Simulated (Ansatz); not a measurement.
The same path of C2H5O (8 atoms, charge 0, multiplicity 2) was run 3 times with different band settings. The coordinate that changes most is the dihedral H4–C1–C2–O3.

Computed with UKS PBE/def2-SVP (Ansatz).

Relaxed end points:

```xyz
8
Properties=species:S:1:pos:R:3
C -0.452 0.601 -0.267
C 0.417 -0.550 0.245
O 1.693 -0.270 0.566
H -1.482 0.259 -0.499
H -0.012 1.037 -1.186
H -0.514 1.405 0.493
H 0.416 -1.418 -0.484
H -0.067 -1.063 1.133
```

```xyz
8
Properties=species:S:1:pos:R:3
C -0.449 0.610 -0.250
C 0.415 -0.559 0.228
O 1.510 -0.858 -0.493
H -0.819 0.422 -1.278
H 0.146 1.546 -0.270
H -1.324 0.766 0.415
H -0.203 -1.504 0.338
H 0.725 -0.423 1.310
```

Common settings: optimiser quadratic models (default); start path IDPP; force threshold 0.05 eV/Å; iteration limit 60; end points relaxed.

| run | movable images | climbing image | spring |
| --- | --- | --- | --- |
| 1 | 7 | yes | 5.0 eV/Å² |
| 2 | 2 | no | 5.0 eV/Å² |
| 3 | 7 | yes | 20.0 eV/Å² |

(1) What does each run give, and how far can it be trusted?

Answers

(1) Run 1: converged after 4 iterations, highest image 0.097 eV above the first end. A vibrational analysis at the climbing image gives one clearly imaginary mode, 225i cm⁻¹: a first-order saddle point.
Run 2: converged after 4 iterations, highest image 0.073 eV above the first end. No image climbed, so the highest image needn't sit at the top of the path. So few images can step over the top or miss a turn of the path.
Run 3: converged after 4 iterations, highest image 0.097 eV above the first end. Another band between the same ends (7 images) ends at a top of the same energy, where a vibrational analysis finds 1 clearly imaginary mode.
